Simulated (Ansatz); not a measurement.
# Cl2 (chlorine): methods side by side

Cl2 has 2 atoms, charge 0, and is taken as a singlet. SMILES: `ClCl`. Geometry: optimised at PBE0/def2-SVP.

```xyz
2

Cl    0.8640   -0.2877    0.4430
Cl   -0.8640    0.2877   -0.4430
```

Quantity: the adiabatic electron affinity (to the doublet anion, shapes relaxed at PBE0/def2-SVP, no zero-point term), in eV. The values are calculated.

The electron affinity is E(neutral) − E(anion): positive where the electron is bound.

```tsv
level	kind	program	value (eV)	less CCSD(T)/def2-TZVPP
HF/def2-TZVPP	Hartree–Fock	Ansatz	2.06	-0.02
SVWN5/def2-TZVPP	LDA	Ansatz	2.25	+0.17
BLYP/def2-TZVPP	GGA	Ansatz	2.44	+0.36
r2SCAN/def2-TZVPP	meta-GGA	Ansatz	2.56	+0.48
CAM-B3LYP/def2-TZVPP	range-separated hybrid	Ansatz	2.51	+0.43
B2PLYP/def2-TZVPP	double hybrid	Ansatz	2.35	+0.27
MP2/def2-TZVPP	perturbation theory	Ansatz	2.09	+0.01
CCSD(T)/def2-TZVPP	coupled cluster or CI	Ansatz	2.08	0.00
```

CCSD(T)/def2-TZVPP is the highest level here, not the true value. Sets without diffuse functions describe the anion poorly, and affinities from them come out too low, at high levels too. The values span 2.06 to 2.56 eV.
